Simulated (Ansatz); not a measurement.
Relaxation of AlH₈NSi (11 atoms, charge 0, multiplicity 1), to a largest force component of 0.03 eV/Å in at most 50 steps.

Theory: RKS PBE0-D4/6-31G* (Ansatz).

```xyz
11
Properties=species:S:1:pos:R:3:forces:R:3
Al 0.240 -0.620 -0.251 -0.16 -1.11 0.86
H -0.723 0.607 2.027 -0.32 1.55 0.26
H 1.656 0.088 -0.291 0.00 0.00 0.00
H -1.013 -0.239 -1.147 0.00 0.00 0.01
N 0.020 -2.045 0.945 0.29 0.76 -1.04
H -0.893 -2.488 0.944 0.00 0.00 0.01
Si 1.218 -2.762 1.973 -0.03 0.00 0.00
H 1.418 -4.220 1.710 0.00 0.01 0.00
H 2.500 -2.049 1.722 0.00 0.00 0.00
H 0.884 -2.633 3.426 0.01 -0.01 -0.02
H -0.583 -0.086 1.922 0.21 -1.21 -0.08
```

Task: Where does it end, and by what steps?

Result: It converged. The force dipped under the threshold on the way, but the program's further checks kept it going. After 14 steps the energy has fallen by 0.185 eV; H11 moved furthest, 0.78 Å.

| step | energy less start (eV) | largest force component (eV/Å) | accepted |
| --- | --- | --- | --- |
| 0 | 0.0000 | 1.546 | yes |
| 1 | -0.1347 | 0.607 | yes |
| 2 | -0.1709 | 0.260 | yes |
| 3 | -0.1659 | 0.288 | no |
| 4 | -0.1780 | 0.059 | yes |
| 5 | -0.1798 | 0.021 | yes |
| 6 | -0.1806 | 0.026 | yes |
| 7 | -0.1809 | 0.095 | yes |
| 8 | -0.1813 | 0.092 | yes |
| 9 | -0.1819 | 0.140 | yes |
| 10 | -0.1786 | 0.480 | no |
| 11 | -0.1840 | 0.021 | yes |
| 12 | -0.1843 | 0.062 | yes |
| 13 | -0.1845 | 0.058 | yes |
| 14 | -0.1847 | 0.027 | yes |

```xyz
11
Properties=species:S:1:pos:R:3
Al 0.193 -0.748 -0.123
H -0.753 1.267 1.764
H 1.555 0.067 -0.101
H -1.079 -0.364 -0.996
N 0.085 -2.241 0.869
H -0.792 -2.751 0.824
Si 1.290 -2.930 1.914
H 1.661 -4.322 1.519
H 2.497 -2.065 1.824
H 0.849 -2.991 3.340
H -0.783 0.628 2.149
```

Whether the end is a true minimum wasn't checked by a vibrational analysis.

The run took 36 s on 1 thread of AMD EPYC 7R13 Processor (Zen 3) (shared host), peak memory 0.16 GiB.
